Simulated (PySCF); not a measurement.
```xyz
13

C      1.2818    -0.4875     0.2181
N      0.0646    -0.0646    -0.4394
C     -1.0725    -0.8792    -0.0708
C     -0.1914     1.3488    -0.2688
H      1.4840    -1.5480    -0.0012
H      1.2459    -0.3745     1.3283
H      2.1369     0.1028    -0.1481
H     -0.8681    -1.9394    -0.2899
H     -1.9597    -0.5787    -0.6507
H     -1.3369    -0.8044     1.0113
H      0.6650     1.9375    -0.6346
H     -1.0795     1.6473    -0.8484
H     -0.3701     1.6399     0.7942
```

Charge 0, multiplicity 1.

Give the Mulliken and meta-Löwdin atomic charges from ωB97X-D3(BJ)/def2-TZVP // B3LYP-D3(BJ)/def2-SVP (PySCF).


| atom | Mulliken (e) | meta-Löwdin (e) |
|---|---|---|
| C1 | -0.27 | -0.21 |
| N2 | -0.15 | -0.21 |
| C3 | -0.27 | -0.21 |
| C4 | -0.27 | -0.21 |
| H5 | 0.12 | 0.11 |
| H6 | 0.09 | 0.07 |
| H7 | 0.12 | 0.11 |
| H8 | 0.12 | 0.11 |
| H9 | 0.12 | 0.11 |
| H10 | 0.09 | 0.07 |
| H11 | 0.12 | 0.11 |
| H12 | 0.12 | 0.11 |
| H13 | 0.09 | 0.07 |
